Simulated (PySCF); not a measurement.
B(Cl)3 anion (BCl₃), SMILES ClB(Cl)Cl (connectivity only; charge and spin as stated), charge -1, multiplicity 2. Geometry: B3LYP-D3(BJ)/def2-SVPD. The multiplicity is an assumed one; other spin states were not compared. The isomer is the one that the SMILES or the coordinates give; other isomers of the formula were not compared.

Calculation: B3LYP-D3(BJ)/def2-SVPD (PySCF).

Harmonic wavenumbers (cm⁻¹): 212, 212, 311, 497, 661, 661. Rotational constants (GHz): 2.913, 2.913, 1.481; symmetry number 3.

Q: Work out the zero-point energy and the ideal-gas rigid-rotor harmonic-oscillator thermochemistry at 298.15 K and 1 atm.

A: ZPE = ½ Σ hcν = ½ × 2554 cm⁻¹ = 3.65 kcal/mol. H − E(el) = 7.26 kcal/mol. Entropy in cal/(mol K): translation 40.19, rotation 25.46, vibration 6.79, spin 1.38, total 73.81. G − E(el) = -14.75 kcal/mol. Cp = 16.32 cal/(mol K).
